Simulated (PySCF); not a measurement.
Gas-phase reaction: 3 H3SiPH2 + SiH4 ⇌ 3 PH3 + 2 Si2H5

Method: PySCF energies (xtb for GFN2) plus ideal-gas RRHO corrections (1 bar). † marks an energy on the PBE0/def2-TZVP geometry and frequencies; other levels use their own. MP2 and CCSD(T) freeze the core. Open shells (unrestricted): Si2H5 (multiplicity 2); the rest are closed-shell singlets. GFN2 has no spin-polarisation term. Si2H5: computed as isolated molecules; such fragments, hydroxides, amides, oligomers or adducts are transient or little studied in the gas. MP2 isn't extrapolated to the basis-set limit; its ΔH°(298 K) is 328.4 kJ in def2-SVP and 356.1 kJ in def2-TZVPP. CCSD(T) isn't extrapolated to the basis-set limit; its ΔH°(298 K) is 313.0 kJ in def2-SVP and 336.8 kJ in def2-TZVPP. The harmonic model lacks anharmonicity and excited electronic states, which grow with temperature; levels with a mode under 35 cm⁻¹ are left out. Internal rotation in H3SiPH2, Si2H5 is treated as a harmonic vibration of one conformer, which makes the entropy rough.

| level | ΔE electronic, kJ | ΔH°(298 K), kJ | ΔS°(298 K), J/K | ΔG°(1800 K), kJ |
|---|---|---|---|---|
| BLYP/def2-TZVP† | 317 | 308 | 171 | 15 |
| CCSD(T)/def2-TZVPP† | 346 | 337 | 171 | 43 |
| GFN2-xTB | 435 | 429 | 164 | 157 |
| MP2/def2-SVP† | 338 | 328 | 171 | 35 |
| MP2/def2-TZVPP† | 365 | 356 | 171 | 63 |
| PBE0/def2-QZVP† | 334 | 325 | 171 | 31 |
| LDA/def2-TZVP† | 371 | 362 | 171 | 68 |
| ωB97M-V/def2-TZVP† | 367 | 358 | 171 | 64 |
ΔH° is lowest at BLYP/def2-TZVP† and highest at GFN2-xTB. No reference value is set beside these.
